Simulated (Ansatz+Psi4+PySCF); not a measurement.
Values are calculated unless marked as measured or tabulated.
This Ansatz input gave a total energy of -324.26008 hartree.

```yaml
crystal:
  periodic: [false, false, false]
  atoms:
    - { symbol: Na, position_ang: [0.0, 0.0, 1.89151] }
    - { symbol: Na, position_ang: [0.0, 0.0, -1.89151] }
basis:
  gaussian: { orbitals: cc-pCVTZ }
hamiltonian:
  xc: hf
correlation:
  method: mp2
  frozen_orbitals: { Na: 1 }
scf:
  omitted_lower_state_checks: [stability, starts, atomic_configurations, cluster_reference, orbital_swaps, given_window_search, neighbouring_geometries, increment]
```

(1) Write an input for PySCF with the same method and basis set.

Results:

(1)

```python
from pyscf import gto, scf, mp

mol = gto.M(atom="""
Na 0.000000 0.000000 1.891510
Na 0.000000 0.000000 -1.891510
""", basis='cc-pcvtz', charge=0, spin=0)
mf = scf.RHF(mol)
mf.kernel()
pt = mp.MP2(mf, frozen=2).run()
print(mf.e_tot, pt.e_corr, pt.e_tot)
```

PySCF 2.14.0 gave -324.26008 hartree, 0.09 meV from the first. Caution: unrestricted orbitals would lower the determinant.
